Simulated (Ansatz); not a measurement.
The first iterations of a band of C4H7NS (13 atoms, charge 0, multiplicity 1).

Theory: RKS PBE0/def2-SVP (Ansatz).

- movable images: 2
- climbing image: no
- spring: 5.0 eV/Å²
- optimiser: quadratic models (default)
- start path: through a guess of the saddle point
- force threshold: 0.05 eV/Å
- iteration limit: 60
- end points: relaxed

First end point:

```xyz
13
Properties=species:S:1:pos:R:3
C 0.407 -0.680 -2.409
C 0.226 -0.246 -1.293
C -0.041 0.252 0.069
C 0.728 -0.577 1.096
N -1.449 0.261 0.417
S 0.557 2.004 0.060
H 0.573 -1.061 -3.400
H 0.385 -1.624 1.067
H 0.542 -0.175 2.101
H 1.805 -0.557 0.888
H -1.971 0.794 -0.277
H -1.810 -0.693 0.402
H 0.069 2.267 1.294
```

Last end point:

```xyz
13
Properties=species:S:1:pos:R:3
C 0.520 -0.770 -2.437
C 0.235 -0.360 -1.335
C -0.114 0.146 -0.003
C 0.715 -0.551 1.075
N -1.510 -0.075 0.246
S 0.385 1.969 -0.091
H 0.777 -1.132 -3.416
H 0.477 -1.625 1.079
H 0.469 -0.136 2.066
H 1.788 -0.411 0.896
H -1.767 0.279 1.165
H -2.080 0.411 -0.444
H 0.127 2.220 1.214
```

| iteration | highest image above the first end (eV) | largest band force component (eV/Å) |
| --- | --- | --- |
| 1 | 8.078 | 43.901 |
| 2 | 2.091 | 9.125 |
| 3 | 0.786 | 4.865 |

**Question.** Does the band converge within its limit, and where does its top end?

**Answer.** The forces met the threshold. It ended after 9 iterations with the highest image 0.130 eV above the first end. No image climbed, so the highest image needn't sit at the top of the path. So few images can step over the top or miss a turn of the path.

The run took 85 s on 2 threads of Arm Neoverse V1, with other jobs on the host, peak memory 0.31 GiB.
